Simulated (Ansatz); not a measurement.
Reaction (SMILES): N (NH3) → [NH2-] + H+
B3LYP-D3(BJ)/def2-TZVP geometries, fixed; electronic energies without zero-point terms.

How fast the deprotonation energy converges with the basis for several methods (Ansatz, an electronic-structure program): deviation from each method's own reference, in kcal/mol. References: B3LYP 410.41 kcal/mol, the value in aug-pcseg-3; CCSD(T) 412.01 kcal/mol, Hartree-Fock in aug-cc-pVQZ plus the correlation part extrapolated as X^-3 from aug-cc-pVTZ and aug-cc-pVQZ; HF 422.10 kcal/mol, the value in aug-pcseg-3; MP2 408.55 kcal/mol, Hartree-Fock in aug-cc-pVQZ plus the correlation part extrapolated as X^-3 from aug-cc-pVTZ and aug-cc-pVQZ; PBE 406.57 kcal/mol, the value in aug-pcseg-3; wB97M-V 409.74 kcal/mol, the value in aug-pcseg-3. Cartesian d functions, on some or all atoms, in 6-31G*, 6-31+G*; all else is spherical. In correlated methods cores are frozen. No added dispersion term, no relativity. Functionals ending in -V hold VV10 correlation. 

| basis | functions | B3LYP | CCSD(T) | HF | MP2 | PBE | wB97M-V |
|---|---|---|---|---|---|---|---|
| STO-3G | 8 | 137.36 | 148.63 | (withheld) | 149.54 | 143.82 | 138.22 |
| pcseg-0 | 15 | 35.79 | 37.99 | (withheld) | 40.28 | 39.10 | 34.97 |
| def2-SV(P) | 20 | 31.45 | 32.18 | (withheld) | 34.39 | 34.30 | 29.96 |
| 6-31G* | 21 | 33.52 | 33.03 | (withheld) | 35.33 | 36.63 | 31.91 |
| 6-31+G* | 25 | 1.48 | 1.22 | (withheld) | 2.47 | 2.77 | 0.56 |
| pcseg-1 | 29 | 26.27 | 30.01 | (withheld) | 31.58 | 28.97 | 24.52 |
| cc-pVDZ | 29 | 36.50 | 38.97 | (withheld) | 40.93 | 39.39 | 34.82 |
| def2-SVPD | 44 | 8.04 | 7.52 | (withheld) | 8.75 | 9.93 | 6.70 |
| 6-311++G(3df,3pd) | 93 | 2.00 | 1.76 | (withheld) | 2.28 | 3.04 | 0.87 |
| cc-pVQZ | 145 | 14.74 | 14.05 | (withheld) | 15.59 | 17.00 | 13.38 |
| pcseg-3 | 159 | 3.13 | 3.09 | (withheld) | 3.57 | 4.29 | 2.30 |
| cc-pV5Z | 256 | 7.43 | 6.63 | (withheld) | 7.52 | 9.16 | 6.20 |

**Question.** Complete the blanks.

**Answer.** 
- STO-3G, HF: 126.52
- pcseg-0, HF: 23.98
- def2-SV(P), HF: 20.88
- 6-31G*, HF: 22.20
- 6-31+G*, HF: -0.59
- pcseg-1, HF: 16.96
- cc-pVDZ, HF: 26.48
- def2-SVPD, HF: 5.17
- 6-311++G(3df,3pd), HF: 0.33
- cc-pVQZ, HF: 9.16
- pcseg-3, HF: 1.21
- cc-pV5Z, HF: 3.91
